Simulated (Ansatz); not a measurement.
**Al2H, doublet: the ladder up to UCCSDT(Q)**

Geometry: a point of a bend scan, not a stationary point.

```xyz
3

Al   -1.1020    0.0000    0.7348
Al    1.0935    0.0000   -0.7968
H     0.2260    0.0000    1.6612
```

Basis cc-pVDZ; Ansatz 0.2.0. Only valence electrons are correlated (noble-gas cores frozen), which leaves 7 electrons in 31 orbitals. Prefix R: restricted or restricted open-shell reference; prefix U: unrestricted. Active spaces: pair = (3e, 3o) about the gap; valence = (7e, 9o) chosen from the atoms' valence shells.

Full CI isn't at hand for all of this; UCCSDT(Q) serves as the reference, and is uncertain by about the last step of the cluster series. The frozen core follows each run's orbitals, which can shift R against U totals by a few meV.

For open shells CISD is restricted-active-space CI with the open shells as a complete middle space.

The UHF ⟨S²⟩ is 0.951 and the ⟨S²⟩ of the determinant under UCCSD is 0.829. The T1 diagnostic (RCCSD) is 0.0334. The largest doubles amplitude (RCCSD) is 0.074 and the T1 diagnostic (UCCSD) is 0.0327.

```json
{"level": "RMP2", "E − E(RHF) (eV)": "-2.7698"}
{"level": "UMP2", "E − E(RHF) (eV)": "-2.7221"}
{"level": "RCCSD", "E − E(RHF) (eV)": "-3.6930"}
{"level": "UCCSD", "E − E(RHF) (eV)": "-3.7029"}
{"level": "RCCSD(T)", "E − E(RHF) (eV)": "-3.8184"}
{"level": "UCCSD(T)", "E − E(RHF) (eV)": "-3.8170"}
```

Task: Estimate how far UCCSDT(Q) in cc-pVDZ lies from RCCSD(T). The table doesn't fix it; the size of (T) and the diagnostics are the guide.

Result: UCCSDT(Q) in cc-pVDZ lies 4.2 kJ/mol below RCCSD(T), which is 35 % of the (T) step (-12.1 kJ/mol). T1 is raised, and the rest is a large part of (T). The miss exceeds 1 kcal/mol.

The other levels:

| level | E − E(UCCSDT(Q)) (kJ/mol) | share of correlation (%) | wall time |
| --- | --- | --- | --- |
| CISD | 42.2 | 88.68 | 1.1 s |
| BCCD(T) | 4.3 | 98.84 | 4 s |
| RCCSDT | 0.8 | 99.80 | – |
| UCCSDT | 0.7 | 99.82 | – |
| RCCSDT(Q) | 0.1 | 99.99 | 12 s |
| CASSCF (pair space) | 332.6 | 10.75 | – |
| NEVPT2 (pair space) | 104.7 | 71.90 | 2.9 s |
| MRCISD (pair space) | 37.6 | 89.92 | – |
| MRCISD+Q (pair space) | 1.2 | 99.68 | 3.1 s |
| CASSCF (valence space) | 188.3 | 49.47 | – |
| NEVPT2 (valence space) | 60.7 | 83.70 | 4.3 s |
| MRCISD (valence space) | 12.7 | 96.59 | – |
| MRCISD+Q (valence space) | 1.6 | 99.57 | 6 s |

The correlation energy at UCCSDT(Q), counted from RHF, is -3.862 eV. That run took 23 s on 1 thread of Arm Neoverse V1, shared host.

Run but not shown, since their state or frozen core can't be matched to the reference's or they repeat it: UHF.

Times hold each run's SCF and search for its determinant on a shared host, so for small cases they say little of a method's own cost; they ran on 1 thread of Arm Neoverse V1.

Natural occupations of CASSCF (valence space) about the gap: 1.975 1.930 1.880 0.990 0.063 0.051 0.050 0.040 0.019; effectively unpaired electrons, Σ n²(2−n)², 1.11.
